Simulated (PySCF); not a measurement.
System (SMILES): FF (F2).
Geometry (B3LYP-D3(BJ)/def2-TZVP, fixed):
```xyz
2

F      0.0000     0.0000    -0.6982
F      0.0000     0.0000     0.6982
```

Basis-set convergence of the mean static polarisability at PBE with PySCF. All functions are spherical. Density fitting with generated auxiliary sets. No added dispersion term, no relativity. Reference: the value in aug-cc-pV5Z, 8.76 bohr³, itself unsure by roughly 1.1 % (its mean distance from d-aug-cc-pVTZ, aug-pcseg-3, aug-cc-pVQZ). Deviations are taken from unrounded values. Cost is core time over that of def2-QZVPP, rough, on shared machines of one kind; a dash marks a row that isn't timed (too short, read off another run, short of memory, by another algorithm or on other hardware).

```json
[
 {"basis": "3-21G", "functions": "18", "mean static polarisability (bohr³)": "2.91", "minus reference (%)": "-66.8", "cost": "-"},
 {"basis": "6-31G", "functions": "18", "mean static polarisability (bohr³)": "3.51", "minus reference (%)": "-59.9", "cost": "-"},
 {"basis": "def2-SVP", "functions": "28", "mean static polarisability (bohr³)": "4.32", "minus reference (%)": "-50.7", "cost": "-"},
 {"basis": "pcseg-1", "functions": "28", "mean static polarisability (bohr³)": "4.68", "minus reference (%)": "-46.6", "cost": "-"},
 {"basis": "aug-cc-pVDZ", "functions": "46", "mean static polarisability (bohr³)": "7.68", "minus reference (%)": "-12.4", "cost": "-"},
 {"basis": "aug-pcseg-1", "functions": "46", "mean static polarisability (bohr³)": "8.62", "minus reference (%)": "-1.6", "cost": "-"},
 {"basis": "Sadlej pVTZ", "functions": "48", "mean static polarisability (bohr³)": "8.75", "minus reference (%)": "-0.2", "cost": "-"},
 {"basis": "cc-pVTZ", "functions": "60", "mean static polarisability (bohr³)": "5.35", "minus reference (%)": "-39.0", "cost": "-"},
 {"basis": "pcseg-2", "functions": "60", "mean static polarisability (bohr³)": "6.16", "minus reference (%)": "-29.7", "cost": "-"},
 {"basis": "6-311++G(3df,3pd)", "functions": "78", "mean static polarisability (bohr³)": "7.73", "minus reference (%)": "-11.8", "cost": "0.6×"},
 {"basis": "def2-TZVPPD", "functions": "80", "mean static polarisability (bohr³)": "8.73", "minus reference (%)": "-0.3", "cost": "-"},
 {"basis": "aug-pcseg-2", "functions": "92", "mean static polarisability (bohr³)": "8.76", "minus reference (%)": "0.0", "cost": "0.6×"},
 {"basis": "def2-QZVPP", "functions": "114", "mean static polarisability (bohr³)": "6.71", "minus reference (%)": "-23.5", "cost": "1×"},
 {"basis": "pcseg-3", "functions": "120", "mean static polarisability (bohr³)": "7.68", "minus reference (%)": "-12.4", "cost": "1×"},
 {"basis": "d-aug-cc-pVTZ", "functions": "124", "mean static polarisability (bohr³)": "8.85", "minus reference (%)": "1.0", "cost": "1×"},
 {"basis": "def2-QZVPPD", "functions": "132", "mean static polarisability (bohr³)": "8.79", "minus reference (%)": "0.3", "cost": "1×"},
 {"basis": "pcseg-4", "functions": "202", "mean static polarisability (bohr³)": "8.33", "minus reference (%)": "-4.9", "cost": "3×"},
 {"basis": "aug-cc-pV5Z", "functions": "254", "mean static polarisability (bohr³)": "8.76", "minus reference (%)": "0.0", "cost": "5×"}
]
```
